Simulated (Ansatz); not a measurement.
triplet AlP: levels of theory in one basis

```xyz
2

Al    0.0000    0.0000   -1.1920
P     0.0000    0.0000    1.1920
```

Basis set: def2-SVP (spherical functions). Correlated methods keep 10 orbitals frozen. Correlation on ROHF uses semicanonical orbitals with singles. Charge 0, multiplicity 3.

Computed with Ansatz (development build ahead of 0.2.0); each method stands on the lowest determinant of its kind that the runs found.

```csv
method,E − E(ROHF) (eV),<S²> of the determinant
ROHF,0.00,–
UHF,-0.14,2.13
UHF-MP2,-3.10,2.13
ROHF-CCSD(T),-4.14,–
UHF-CCSD(T),-4.14,2.13
UHF-CCSDT(Q),-4.17,2.13
```

(1) What does ROHF-MP2 give on the same scale?

Results:

(1) -3.19 eV.

Caution for UHF, UHF-MP2, UHF-CCSD(T), UHF-CCSDT(Q): the unrestricted determinant is spin contaminated. Caution for ROHF-MP2, UHF-MP2, ROHF-CCSD(T), UHF-CCSD(T), UHF-CCSDT(Q): a plain start can end on a higher determinant.
